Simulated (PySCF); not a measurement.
The pair A = C2H4 (SMILES C=C) (first 6 atoms), B = C2H4 (SMILES C=C); geometry from NCB31 set.
(charge 0, multiplicity 1):
```xyz
12

C      1.858     0.473     0.472
C      1.858    -0.473    -0.472
H      0.934     0.875     0.874
H      2.784     0.872     0.872
H      2.784    -0.872    -0.872
H      0.934    -0.875    -0.874
C     -1.858     0.473    -0.472
C     -1.858    -0.473     0.472
H     -2.784     0.872    -0.872
H     -0.934     0.875    -0.874
H     -0.934    -0.875     0.874
H     -2.784    -0.872     0.872
```

Rows in 6-31G* carry no dispersion term and start afresh at each structure (6-31G* with six Cartesian d functions). MP2/6-31G* freezes PySCF's default core.

Run with PySCF for 6-31G* rows. Each number belongs to the level named beside it.

Total energies (hartree), monomers frozen at their geometry in the pair:

```json
[
 {"structure": "AB", "HF/6-31G*": "-156.0619243", "B3LYP/6-31G*": "-157.1755377", "MP2/6-31G*": "-156.5721699"},
 {"structure": "A in the pair's basis", "HF/6-31G*": "-78.0316186", "B3LYP/6-31G*": "-78.5881089", "MP2/6-31G*": "-78.2860215"},
 {"structure": "B in the pair's basis", "HF/6-31G*": "-78.0316186", "B3LYP/6-31G*": "-78.5881089", "MP2/6-31G*": "-78.2860215"},
 {"structure": "A", "HF/6-31G*": "-78.0309799", "B3LYP/6-31G*": "-78.5873773", "MP2/6-31G*": "-78.2850158"},
 {"structure": "B", "HF/6-31G*": "-78.0309799", "B3LYP/6-31G*": "-78.5873773", "MP2/6-31G*": "-78.2850158"}
]
```

Problem. Work out the interaction energy without and with the counterpoise correction, and the superposition error, for each level.

Solution. 
E(AB) − E(A) − E(B), times 627.509 kcal/mol, with the monomers in their own basis and then in the pair's basis:
- HF/6-31G*: 0.02 uncorrected, 0.82 corrected; the monomers gain 0.80 kcal/mol from borrowed functions
- B3LYP/6-31G*: -0.49 uncorrected, 0.43 corrected; the monomers gain 0.92 kcal/mol from borrowed functions
- MP2/6-31G*: -1.34 uncorrected, -0.08 corrected; the monomers gain 1.26 kcal/mol from borrowed functions
